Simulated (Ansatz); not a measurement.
**Nudged elastic band run: BClH₂**

The input (input.yaml):

```yaml
crystal:
  periodic: [false, false, false]
  atoms:
    - { symbol: B, position_ang: [0.288207, 0.0, 0.166423] }
    - { symbol: H, position_ang: [0.250335, 0.0, 1.369058] }
    - { symbol: H, position_ang: [1.3108, 0.0, -0.467665] }
    - { symbol: Cl, position_ang: [-1.217142, 0.0, -0.702716] }
basis:
  gaussian: { orbitals: def2-SVP }
hamiltonian:
  xc: pbe0
neb:
  order_check: false
  images: 7
  f_tol: 0.2
  max_iterations: 60
  final_atoms:
    - { symbol: B, position_ang: [-0.66656547, -1.816e-05, -1.04231766] }
    - { symbol: H, position_ang: [2.02331664, 6.84e-06, 1.78614577] }
    - { symbol: H, position_ang: [1.58691871, 6.84e-06, 1.16045744] }
    - { symbol: Cl, position_ang: [-2.31146988, 4.48e-06, -1.53918554] }
  initial_path:
    images:
      - { positions_ang: [[0.288207, 0.0, 0.166423], [0.250335, 0.0, 1.369058], [1.3108, 0.0, -0.467665], [-1.217142, 0.0, -0.702716]] }
      - { positions_ang: [[0.2161553, 0.0, 0.12481716], [0.40500066, 0.0, 1.29801892], [1.32659993, 0.0, -0.29819803], [-1.31555589, 0.0, -0.75953805]] }
      - { positions_ang: [[0.14410361, 0.0, 0.08321131], [0.55966632, 0.0, 1.22697984], [1.34239986, 0.0, -0.12873106], [-1.41396979, 0.0, -0.8163601]] }
      - { positions_ang: [[0.07205191, 0.0, 0.04160547], [0.71433198, 0.0, 1.15594076], [1.35819979, 0.0, 0.04073591], [-1.51238368, 0.0, -0.87318215]] }
      - { positions_ang: [[2.2e-07, 0.0, -3.7e-07], [0.86899764, 0.0, 1.08490169], [1.37399972, 0.0, 0.21020288], [-1.61079758, 0.0, -0.9300042]] }
      - { positions_ang: [[-0.1666412, -4.54e-06, -0.2605797], [1.15757739, 1.71e-06, 1.26021271], [1.42722947, 1.71e-06, 0.44776652], [-1.78596565, 1.12e-06, -1.08229953]] }
      - { positions_ang: [[-0.33328263, -9.08e-06, -0.52115902], [1.44615714, 3.42e-06, 1.43552373], [1.48045921, 3.42e-06, 0.68533016], [-1.96113373, 2.24e-06, -1.23459487]] }
      - { positions_ang: [[-0.49992405, -1.362e-05, -0.78173834], [1.73473689, 5.13e-06, 1.61083475], [1.53368896, 5.13e-06, 0.9228938], [-2.1363018, 3.36e-06, -1.38689021]] }
      - { positions_ang: [[-0.66656547, -1.816e-05, -1.04231766], [2.02331664, 6.84e-06, 1.78614577], [1.58691871, 6.84e-06, 1.16045744], [-2.31146988, 4.48e-06, -1.53918554]] }
```

Run as:

```bash
$ ansatz run input.yaml --threads 1 --pin off --max-ram 2048MiB --backend cpu --events-out ev --progress --plain --runs-dir out
```

Output, in part (warnings, iteration lines, the closing report on the highest movable image, with atoms numbered from 0):

```
NEB end point (image 0): max|allowed force component| = 2.066e-3 eV/Å (the criterion of neb.relax_end_points is 4.000e-2)
NEB end point (image 8): max|allowed force component| = 2.138e-2 eV/Å (the criterion of neb.relax_end_points is 4.000e-2)
NEB iter   1: max|band force component| = 4.009e0 eV/Å  barrier→ = 5.1626 eV  barrier← = 1.9339 eV  Δτ_max = 0.2000 Å  (205 SCF iters)
NEB iter   2: max|band force component| = 4.214e0 eV/Å  barrier→ = 6.4657 eV  barrier← = 3.2370 eV  Δτ_max = 0.1015 Å  (204 SCF iters)
NEB iter   3: max|band force component| = 3.273e0 eV/Å  barrier→ = 5.5911 eV  barrier← = 2.3624 eV  Δτ_max = 0.0991 Å  (185 SCF iters)
NEB iter   4: max|band force component| = 2.422e0 eV/Å  barrier→ = 4.9864 eV  barrier← = 1.7577 eV  Δτ_max = 0.2000 Å  (186 SCF iters)
NEB iter   5: max|band force component| = 1.411e0 eV/Å  barrier→ = 4.3406 eV  barrier← = 1.1119 eV  Δτ_max = 0.1880 Å  (185 SCF iters)
NEB iter   6: max|band force component| = 1.943e0 eV/Å  barrier→ = 4.1319 eV  barrier← = 0.9032 eV  Δτ_max = 0.1064 Å  (186 SCF iters)
NEB iter   7: max|band force component| = 1.703e0 eV/Å  barrier→ = 4.1985 eV  barrier← = 0.9698 eV  Δτ_max = 0.1023 Å  (170 SCF iters)
NEB iter   8: max|band force component| = 1.752e0 eV/Å  barrier→ = 4.1664 eV  barrier← = 0.9377 eV  Δτ_max = 0.0499 Å  (173 SCF iters)
NEB iter   9: max|band force component| = 1.225e0 eV/Å  barrier→ = 4.0876 eV  barrier← = 0.8589 eV  Δτ_max = 0.0501 Å  (178 SCF iters)
NEB iter  10: max|band force component| = 8.666e-1 eV/Å  barrier→ = 4.0153 eV  barrier← = 0.7867 eV  Δτ_max = 0.0500 Å  (171 SCF iters)
NEB iter  11: max|band force component| = 7.150e-1 eV/Å  barrier→ = 3.9478 eV  barrier← = 0.7191 eV  Δτ_max = 0.0500 Å  (166 SCF iters)
NEB iter  12: max|band force component| = 5.554e-1 eV/Å  barrier→ = 3.8599 eV  barrier← = 0.6312 eV  Δτ_max = 0.0498 Å  (167 SCF iters)
NEB iter  13: max|band force component| = 9.072e-1 eV/Å  barrier→ = 3.8067 eV  barrier← = 0.5780 eV  CI = image 3  Δτ_max = 0.0504 Å  (168 SCF iters)
NEB iter  14: max|band force component| = 1.593e0 eV/Å  barrier→ = 3.8872 eV  barrier← = 0.6586 eV  CI = image 3  Δτ_max = 0.0250 Å  (162 SCF iters)
NEB iter  15: max|band force component| = 9.856e-1 eV/Å  barrier→ = 3.9126 eV  barrier← = 0.6839 eV  CI = image 3  Δτ_max = 0.0501 Å  (153 SCF iters)
NEB iter  16: max|band force component| = 8.921e-1 eV/Å  barrier→ = 3.9836 eV  barrier← = 0.7549 eV  CI = image 3  Δτ_max = 0.1004 Å  (183 SCF iters)
NEB iter  17: max|band force component| = 1.314e0 eV/Å  barrier→ = 4.1421 eV  barrier← = 0.9134 eV  CI = image 3  Δτ_max = 0.0507 Å  (182 SCF iters)
NEB iter  18: max|band force component| = 9.868e-1 eV/Å  barrier→ = 4.1349 eV  barrier← = 0.9063 eV  CI = image 3  Δτ_max = 0.0416 Å  (163 SCF iters)
NEB iter  19: max|band force component| = 3.069e-1 eV/Å  barrier→ = 4.1089 eV  barrier← = 0.8802 eV  CI = image 3  Δτ_max = 0.0169 Å  (159 SCF iters)
NEB iter  20: max|band force component| = 1.253e-1 eV/Å  barrier→ = 4.1070 eV  barrier← = 0.8783 eV  CI = image 3  Δτ_max = 0.0000 Å  (324 SCF iters)
Total energy: -13218.14474966 eV, -485.7578599698 hartree
Atom 0 at     0.303562     0.000006    -0.546471 Å, force     0.135261    -0.000080     0.019891 eV/Å
Atom 1 at     0.521491     0.000024     1.044174 Å, force    -0.008396    -0.000054    -0.034282 eV/Å
Atom 2 at     1.227615    -0.000021     0.339096 Å, force    -0.029105     0.000093    -0.005346 eV/Å
Atom 3 at    -1.420469    -0.000008    -0.471700 Å, force    -0.097760     0.000042     0.019737 eV/Å
Dipole moment:    -0.088030     0.000004     0.298270 e Å
```

The run converged. The threshold of 0.2 eV/Å is loose, so the images may lie well off the minimum-energy path. Neighbouring images differ by up to 2.0 eV, so the band resolves the path poorly. Another band between the same ends (7 images) ends at a top of the same energy, where a vibrational analysis finds 1 clearly imaginary mode. The orbitals stay closed-shell, which can raise the energy where a bond breaks towards radicals; this wasn't checked here.

Final band (atoms are numbered from 1 in the order of the input):

| image | path coordinate (Å) | energy (eV) | B1–H2 (Å) | B1–H3 (Å) | H2–H3 (Å) |
| --- | --- | --- | --- | --- | --- |
| 0 | 0.00 | 0.00 | 1.20 | 1.20 | 2.12 |
| 1 | 0.43 | 0.68 | 1.18 | 1.19 | 1.76 |
| 2 | 0.86 | 2.71 | 1.30 | 1.17 | 1.35 |
| 3 | 1.30 | 4.11 | 1.61 | 1.28 | 1.00 |
| 4 | 1.91 | 3.48 | 2.29 | 1.89 | 0.78 |
| 5 | 2.52 | 3.27 | 2.99 | 2.51 | 0.76 |
| 6 | 3.13 | 3.24 | 3.54 | 2.94 | 0.76 |
| 7 | 3.74 | 3.23 | 3.75 | 3.05 | 0.76 |
| 8 | 4.36 | 3.23 | 3.90 | 3.15 | 0.76 |

The run took 90 s on 1 thread of Arm Neoverse V1 (shared host), peak memory 0.085 GiB.
